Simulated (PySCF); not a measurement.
**Basis-set dependence of excited states**

C₂H₂F₂.
InChI=1S/C2H2F2/c3-1-2-4/h1-2H/b2-1-

TDDFT with PBE0 (PySCF), vertical singlets, core orbitals frozen in the response, spherical d and f functions. Isolated species at its PBE0-D3(BJ)/def2-SVP geometry, gas phase.

Problem. How do the low singlets change with the basis? Take 6-31G*, def2-SVP, 6-31+G*, def2-SVPD, aug-cc-pVDZ, def2-TZVP, def2-TZVPD and aug-cc-pVTZ.

Solution. 

```csv
basis,functions,diffuse,S1 (eV),S2 (eV),S3 (eV),S4 (eV),S5 (eV),LUMO (eV),α (au)
6-31G*,60,no,7.61,8.16,9.11,9.14,9.80,0.97,21.1
def2-SVP,66,no,7.44,8.07,8.52,9.00,9.30,0.61,21.5
6-31+G*,76,yes,6.36,7.14,7.63,7.72,8.17,0.26,25.5
def2-SVPD,102,yes,6.65,7.83,7.83,8.23,9.05,0.25,27.7
aug-cc-pVDZ,110,yes,6.20,6.88,7.28,7.60,8.01,-0.09,28.1
def2-TZVP,136,no,6.99,7.82,8.01,8.85,9.06,0.41,25.5
def2-TZVPD,172,yes,6.36,7.30,7.69,7.70,8.65,0.23,28.5
aug-cc-pVTZ,230,yes,6.20,6.88,7.25,7.58,7.82,-0.12,28.6
```

States are compared by their number. Against the largest diffuse basis here (aug-cc-pVTZ, itself not a converged limit), sets without diffuse functions differ by up to 1.41 eV in S1 and 1.98 eV in S5; the smaller diffuse sets differ by up to 0.44 and 1.23 eV. State by state, the largest deviation of a set without diffuse functions is S1 1.41, S2 1.28, S3 1.86, S4 1.56, S5 1.98 eV. The same number needn't mean the same state in each row. Against aug-cc-pVTZ the polarisability deviates by -26% in 6-31G*, -25% in def2-SVP, -11% in 6-31+G*, -3% in def2-SVPD, -2% in aug-cc-pVDZ, -11% in def2-TZVP, 0% in def2-TZVPD. A single + in a Pople set puts diffuse functions on heavy atoms only.
